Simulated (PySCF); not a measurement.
**Computed and reference excited states of NO+ (`N#[O+]`)**

Published values to compare with (the computed states carry no symmetry labels, so the two lists aren't matched line by line):

```csv
state,E (eV),f,kind of transition,source
a 3Σ+,6.47,,"Te (adiabatic, minimum to minimum, no zero-point energy)",[1]
b 3Πp,7.34,,"Te (adiabatic, minimum to minimum, no zero-point energy)",[1]
w 3Δ,7.67,,"Te (adiabatic, minimum to minimum, no zero-point energy)",[1]
b' 3Σ-,8.40,,"Te (adiabatic, minimum to minimum, no zero-point energy)",[1]
A' 1Σ+,8.62,,"Te (adiabatic, minimum to minimum, no zero-point energy)",[1]
W 1Δ,8.86,,"Te (adiabatic, minimum to minimum, no zero-point energy)",[1]
A 1Π,9.11,,"Te (adiabatic, minimum to minimum, no zero-point energy)",[1]
```

[1] measured, gas; Huber, Herzberg, Constants of Diatomic Molecules, NIST Chemistry WebBook

Species: NO+, NO (charge +1).
InChI=1S/NO/c1-2/q+1

Theory: TDDFT CAM-B3LYP/aug-cc-pVTZ, vertical, gas phase, core orbitals frozen in the response (PySCF 2.14.0, density-fitted response routines). Geometry: PBE0-D3(BJ)/def2-TZVP; no solvent, vibrations or thermal averaging.

Computed singlets: 10.11 eV (f 0.030 summed over 2 states); 10.58 eV (f 0.000); 11.14 eV (f 0.000 summed over 2 states); 15.89 eV (f 0.237 summed over 2 states); 17.32 eV (f 0.521); 19.26 eV (f 0.066) [of 10 roots; the last level is left out, as the window may have cut its degenerate partner]. Computed triplets (Tamm–Dancoff): 7.74, 7.74, 8.58 eV.

Adiabatic (Te) and 0-0 energies refer to the relaxed excited state and aren't the vertical quantity computed here.
